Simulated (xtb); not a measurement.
xtb input (GFN2-xTB):

```bash
xtb mol.xyz --gfn 2 --sp --chrg 1 --uhf 0
```
mol.xyz:
```
2

N     -0.00000000    -0.00000000    -0.56338698
O      0.00000000     0.00000000     0.49296360
```

Output:

```
           -------------------------------------------------
          |                Calculation Setup                |
           -------------------------------------------------

           -------------------------------------------------
          |                 G F N 2 - x T B                 |
           -------------------------------------------------

        Reference                      10.1021/acs.jctc.8b01176
      * Hamiltonian:
        H0-scaling (s, p, d)           1.850000    2.230000    2.230000
        zeta-weighting                 0.500000
      * Dispersion:
        s8                             2.700000
        a1                             0.520000
        a2                             5.000000
        s9                             5.000000
      * Repulsion:
        kExp                           1.500000    1.000000
        rExp                           1.000000
      * Coulomb:
        alpha                          2.000000
        third order                    shell-resolved
        anisotropic                    true
        a3                             3.000000
        a5                             4.000000
        cn-shift                       1.200000
        cn-exp                         4.000000
        max-rad                        5.000000

          ...................................................
          :                      SETUP                      :
          :.................................................:
          :  # basis functions                   8          :
          :  # atomic orbitals                   8          :
          :  # shells                            4          :
          :  # electrons                        10          :
          :  max. iterations                   250          :
          :  Hamiltonian                  GFN2-xTB          :
          :  restarted?                      false          :
          :  GBSA solvation                  false          :
          :  PC potential                    false          :
          :  electronic temp.          300.0000000     K    :
          :  accuracy                    1.0000000          :
          :  -> integral cutoff          0.2500000E+02      :
          :  -> integral neglect         0.1000000E-07      :
          :  -> SCF convergence          0.1000000E-05 Eh   :
          :  -> wf. convergence          0.1000000E-03 e    :
          :  Broyden damping             0.4000000          :
          :  net charge                          1          :
          :  unpaired electrons                  0          :
          ...................................................

 iter      E             dE          RMSdq      gap      omega  full diag
   1     -6.3494827 -0.634948E+01  0.102E+01    5.56       0.0  T
   2     -6.3617253 -0.122426E-01  0.513E+00    5.35       1.0  T
   3     -6.3623124 -0.587074E-03  0.198E+00    4.94       1.0  T
   4     -6.3626483 -0.335881E-03  0.207E-01    4.79       1.0  T
   5     -6.3626486 -0.319037E-06  0.199E-02    4.81       3.6  T
   6     -6.3626486 -0.219246E-07  0.591E-03    4.80      12.0  T
   7     -6.3626486 -0.181364E-08  0.201E-04    4.80     351.8  T
   8     -6.3626486 -0.210392E-10  0.558E-06    4.80   12664.9  T

   *** convergence criteria satisfied after 8 iterations ***

         #    Occupation            Energy/Eh            Energy/eV
      -------------------------------------------------------------
         1        2.0000           -1.2368599             -33.6567
         2        2.0000           -1.0707843             -29.1375
         3        2.0000           -1.0661375             -29.0111
         4        2.0000           -1.0661375             -29.0111
         5        2.0000           -0.8909654             -24.2444 (HOMO)
         6                         -0.7144327             -19.4407 (LUMO)
         7                         -0.7144327             -19.4407
         8                          0.4596713              12.5083
      -------------------------------------------------------------
                  HL-Gap            0.1765327 Eh            4.8037 eV
             Fermi-level           -0.8026990 Eh          -21.8426 eV

 SCC (total)                   0 d,  0 h,  0 min,  0.002 sec
 SCC setup                      ...        0 min,  0.000 sec (  7.678%)
 Dispersion                     ...        0 min,  0.000 sec (  1.410%)
 classical contributions        ...        0 min,  0.000 sec (  0.747%)
 integral evaluation            ...        0 min,  0.000 sec ( 11.766%)
 iterations                     ...        0 min,  0.001 sec ( 56.898%)
 molecular gradient             ...        0 min,  0.000 sec ( 14.481%)
 printout                       ...        0 min,  0.000 sec (  6.345%)

         :::::::::::::::::::::::::::::::::::::::::::::::::::::
         ::                     SUMMARY                     ::
         :::::::::::::::::::::::::::::::::::::::::::::::::::::
         :: total energy              -6.292935266833 Eh    ::
         :: gradient norm              0.018898949906 Eh/a0 ::
         :: HOMO-LUMO gap              4.803699964692 eV    ::
         ::.................................................::
         :: SCC energy                -6.362648613217 Eh    ::
         :: -> isotropic ES            0.212993644663 Eh    ::
         :: -> anisotropic ES         -0.010179853690 Eh    ::
         :: -> anisotropic XC          0.018054483776 Eh    ::
         :: -> dispersion             -0.000146986499 Eh    ::
         :: repulsion energy           0.069713346384 Eh    ::
         :: add. restraining           0.000000000000 Eh    ::
         :: total charge               1.000000000000 e     ::
         :::::::::::::::::::::::::::::::::::::::::::::::::::::

           -------------------------------------------------
          |                Property Printout                |
           -------------------------------------------------

    * Orbital Energies and Occupations

         #    Occupation            Energy/Eh            Energy/eV
      -------------------------------------------------------------
         1        2.0000           -1.2368599             -33.6567
         2        2.0000           -1.0707843             -29.1375
         3        2.0000           -1.0661375             -29.0111
         4        2.0000           -1.0661375             -29.0111
         5        2.0000           -0.8909654             -24.2444 (HOMO)
         6                         -0.7144327             -19.4407 (LUMO)
         7                         -0.7144327             -19.4407
         8                          0.4596713              12.5083
      -------------------------------------------------------------
                  HL-Gap            0.1765327 Eh            4.8037 eV
             Fermi-level           -0.8026990 Eh          -21.8426 eV

     #   Z          covCN         q      C6AA      α(0)
     1   7 N        0.923     0.597    12.932     5.196
     2   8 O        0.923     0.403    10.654     4.377

 Mol. C6AA /au·bohr⁶  :         46.995069
 Mol. C8AA /au·bohr⁸  :        994.218479
 Mol. α(0) /au        :          9.573609

Wiberg/Mayer (AO) data.
largest (>0.10) Wiberg bond orders for each atom

 ---------------------------------------------------------------------------
     #   Z sym  total        # sym  WBO       # sym  WBO       # sym  WBO
 ---------------------------------------------------------------------------
     1   7 N    2.880 --     2 O    2.880
     2   8 O    2.880 --     1 N    2.880
 ---------------------------------------------------------------------------

Topologies differ in total number of bonds
Writing topology from bond orders to xtbtopo.mol
Note: The following floating-point exceptions are signalling: IEEE_DENORMAL
normal termination of xtb

molecular dipole:
                 x           y           z       tot (Debye)
 q only:        0.000       0.000      -0.260
   full:        0.000       0.000      -0.029       0.074
molecular quadrupole (traceless):
                xx          xy          yy          xz          yz          zz
 q only:       -0.513       0.000      -0.513       0.000       0.000       1.026
  q+dip:       -0.262       0.000      -0.262      -0.000      -0.000       0.524
   full:        0.381      -0.000       0.381      -0.000      -0.000      -0.761

           -------------------------------------------------
          | TOTAL ENERGY               -6.292935266833 Eh   |
          | GRADIENT NORM               0.018898949906 Eh/α |
          | HOMO-LUMO GAP               4.803699964692 eV   |
           -------------------------------------------------

------------------------------------------------------------------------
------------------------------------------------------------------------
 total:
 SCF:
```
